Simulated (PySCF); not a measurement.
# One change at a time: excitation energies

Computed, not measured: TDDFT PBE0/def2-SVPD, vertical, gas phase, core orbitals frozen in the response (PySCF 2.14.0, density-fitted response routines). Geometries: GFN2-xTB; one conformer of each isolated species. Triplets are in the Tamm–Dancoff approximation. Ions are computed without counter-ions or solvent.

Parent: `CPCCC`, with lowest singlet excitation energy 6.03 eV, S1–T1 gap 0.84 eV, lowest triplet energy 5.18 eV, HOMO energy -6.66 eV, mean static polarisability 76.2 au. Its spectrum: 6.03 eV (f 0.028); 6.48 eV (f 0.077); 7.14 eV (f 0.026); 7.16 eV (f 0.118); 7.24 eV (f 0.029).

Problem. Give the shifts from the parent for: phosphine turned into its sulfide (`CCC[P@@H](C)=S`); P protonated (`CCC[PH2+]C`); phosphine turned into its P-methylated cation (`CCC[PH+](C)C`); phosphine turned into its oxide (`CCC[P@@H](C)=O`).

Solution. 

```json
{"change": "phosphine turned into its sulfide", "SMILES": "CCC[P@@H](C)=S", "Δ S1 (eV)": "-0.35", "Δ S1−T1 (eV)": "-0.46", "Δ T1 (eV)": "+0.11", "Δ HOMO (eV)": "+0.15", "Δ α (au)": "+20.8"}
{"change": "P protonated", "SMILES": "CCC[PH2+]C", "Δ S1 (eV)": "+2.26", "Δ S1−T1 (eV)": "-0.63", "Δ T1 (eV)": "+2.89", "Δ HOMO (eV)": "-7.19", "Δ α (au)": "-9.2"}
{"change": "phosphine turned into its P-methylated cation", "SMILES": "CCC[PH+](C)C", "Δ S1 (eV)": "+2.65", "Δ S1−T1 (eV)": "-0.56", "Δ T1 (eV)": "+3.21", "Δ HOMO (eV)": "-6.97", "Δ α (au)": "+1.9"}
{"change": "phosphine turned into its oxide", "SMILES": "CCC[P@@H](C)=O", "Δ S1 (eV)": "+1.09", "Δ S1−T1 (eV)": "-0.60", "Δ T1 (eV)": "+1.69", "Δ HOMO (eV)": "-1.04", "Δ α (au)": "-0.6"}
```

S1 falls most with phosphine turned into its sulfide (-0.35 eV), and it rises most with phosphine turned into its P-methylated cation (+2.65 eV). S1 is simply the lowest singlet of each species and needn't be the same kind of state throughout. Over these 4 changes the shifts of S1 and of the HOMO–LUMO gap correlate with r = 1.00.
